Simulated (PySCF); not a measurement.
Gas-phase reaction: 2 SiH4 + 2 C2H3 (vinyl) + 3 SiH2Cl2 + CCl4 → 5 CH3SiHCl2

Method: PySCF energies plus ideal-gas RRHO corrections (1 bar). † marks an energy on the PBE0/def2-TZVP geometry and frequencies; other levels use their own. 6-31G* has spherical d functions here. Open shells (unrestricted): C2H3 (vinyl) (multiplicity 2); the rest are closed-shell singlets. B3LYP is the form with VWN-RPA correlation. The harmonic model lacks anharmonicity and excited electronic states, which grow with temperature; levels with a mode under 35 cm⁻¹ are left out. Internal rotation in CH3SiHCl2 is treated as a harmonic vibration of one conformer, which makes the entropy rough.

```
level               ΔE electronic, kJ  ΔH°(298 K), kJ  ΔS°(298 K), J/K  ΔG°(1600 K), kJ
------------------  -----------------  --------------  ---------------  ---------------
B3LYP/6-31G*                    -1591           -1494             -400             -870
B3LYP/def2-TZVP†                -1575           -1481             -399             -862
BLYP/def2-TZVP†                 -1504           -1410             -399             -791
M06-2X/def2-TZVP†               -1677           -1584             -399             -964
PBE/def2-TZVP†                  -1604           -1510             -399             -891
PBE0/def2-QZVP†                 -1665           -1571             -399             -952
PBE0/def2-SVP†                  -1662           -1569             -399             -949
PBE0/def2-TZVP                  -1659           -1566             -399             -946
r2SCAN/def2-TZVP†               -1650           -1557             -399             -937
ωB97M-V/def2-TZVP†              -1679           -1585             -399             -966
```
ΔH° is lowest at ωB97M-V/def2-TZVP† and highest at BLYP/def2-TZVP†. No reference value is set beside these.
